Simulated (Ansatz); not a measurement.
We consider litharge SnO, described by HSE06+SOC (Ansatz, a program for electronic structure, PAW).

Run with plane-wave cutoff 460 eV, 6×6×6 k mesh, Fermi–Dirac smearing 0.01 eV, PAW data made under PBE.

Cell (measured lattice):

```
SnO
1.0
    3.80100     0.00000     0.00000
    0.00000     3.80100     0.00000
    0.00000     0.00000     4.83500
Sn O
2 2
Direct
  0.50000   0.00000   0.76310
  0.00000   0.50000   0.23690
  0.50000   0.50000   0.00000
  0.00000   0.00000   0.00000
```

Task: Predict the band gap, smallest direct gap on the k points sampled and direct gap at Γ.

Result: 
- band gap: 0.41 eV (indirect)
- smallest direct gap on the k points sampled: 2.68 eV
- direct gap at Γ: 2.76 eV

Note: cell and atoms aren't relaxed at this level (largest force component 0.13 eV/Å).
